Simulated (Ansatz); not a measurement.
A made-up structure of SiHSO, doublet:

O1  (3.287, -1.081, 0.815)
Si2  (-0.182, 0.042, 0.012)
S3  (1.799, -0.553, 0.159)
H4  (-0.412, 0.748, -1.270)
(Å)

It is relaxed with PBE-D4/def2-SVP and then PBE0-D4/def2-TZVP (Ansatz 0.2.0). Atoms count as bonded within 1.22 times the sum of their covalent radii (H–H: 0.88 Å). The end point is not checked to be a true minimum.

(1) Does its bonding change? (Judge from chemistry; the calculation decides.)

## Answers

(1) By the calculation: No: no bond forms or breaks.

Where it ends: The first stage lowers the energy by 1.45 eV in 8 steps. It ends as SiHSO ([O][S][SiH]):
```xyz
4
angstrom
O 2.8552 -1.0183 0.7863
Si -0.1286 -0.0550 0.2163
S 1.8834 -0.3606 -0.1277
H -0.1174 0.5887 -1.1583
```

Labels in which every atom is bracketed show which atoms are joined, not bond orders.

For scale, one of the runs: PBE0-D4/def2-TZVP relaxation, 111 basis functions, launched by `ansatz run in.yaml --threads 2 --pin off --events-out ev --progress --plain --max-ram 4352MiB`. Hardware: 2 CPU threads of an Arm Neoverse V2, shared host. Wall time about 37 s.
